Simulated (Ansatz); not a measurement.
A structure relaxed at PBE0-D4/def2-TZVP, charge 0, multiplicity 1:

Cartesian coordinates in Å:
```
C -0.916 1.104 0.997
C 0.129 0.499 0.440
O 1.284 1.120 0.087
C 0.179 -0.950 0.088
C 0.118 -1.170 -1.405
O -0.512 -2.049 -1.921
H -1.806 0.542 1.239
H -0.907 2.163 1.228
H 1.208 2.062 0.267
H 1.138 -1.360 0.431
H -0.627 -1.509 0.561
H 0.711 -0.455 -2.012
```

Question: Give its formula and SMILES.

Answer: C4H6O2, `C=C(O)CC=O`.

Question: Summarise the bond lengths by kind.

Answer: 3 × C–C 1.330 to 1.511 Å; 5 × C–H 1.080 to 1.109 Å; 2 × C–O 1.199 to 1.358 Å; 1 × H–O 0.963 Å.

Computed with Ansatz.
